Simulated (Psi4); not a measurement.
# SiO (SMILES O=[Si]) at CCSD(T)/aug-cc-pVDZ (sweep point 4)

Wanted: the energy of SiO. 

Program for the calculation: Psi4 1.11.

7 further runs of the same task are left out: 7 set aside as unsound or not needed.

## (1) Starting point

SiO has 2 atoms, charge 0, and is taken as a singlet. SMILES: `O=[Si]`. The coordinates come from a PBE0-D4/def2-TZVP relaxation.

Bond lengths: O1–Si2 1.509 Å.

## (2) A single-point energy at CCSD(T)/aug-cc-pVDZ (sweep point 4)

File input.inp:

```
memory 1600 MB

molecule m {
  0 1
  O     -0.640700     0.231500    -0.324000
  Si     0.640700    -0.231500     0.324000
  symmetry c1
}

set {
  basis aug-cc-pVDZ
  scf_type pk
  num_frozen_docc 6
  guess huckel
}

energy('ccsd(t)')
```

The run is started by

```sh
psi4 -n 1 input.inp input.out
```

What values should one expect? Wanted: total energy; HOMO energy; LUMO energy; HOMO–LUMO gap; correlation energy; (T) correction; T1 diagnostic.

**Answer.** As computed:

Level: CCSD(T)/aug-cc-pVDZ (sweep point 4), 6 core orbitals frozen.

```
                                   quantity          value
                               total energy  -364.10817 Eh
        HOMO energy (Hartree–Fock orbitals)      -11.90 eV
        LUMO energy (Hartree–Fock orbitals)        0.57 eV
      HOMO–LUMO gap (Hartree–Fock orbitals)       12.47 eV
correlation energy (6 core orbitals frozen)     -305.9 mEh
                             (T) correction     -13.27 mEh
                              T1 diagnostic          0.028
```

**Reading.** The T1 diagnostic of 0.028 is above the customary mark for such species, so a single reference may not serve. The triples make up 4.3 % of the correlation energy.
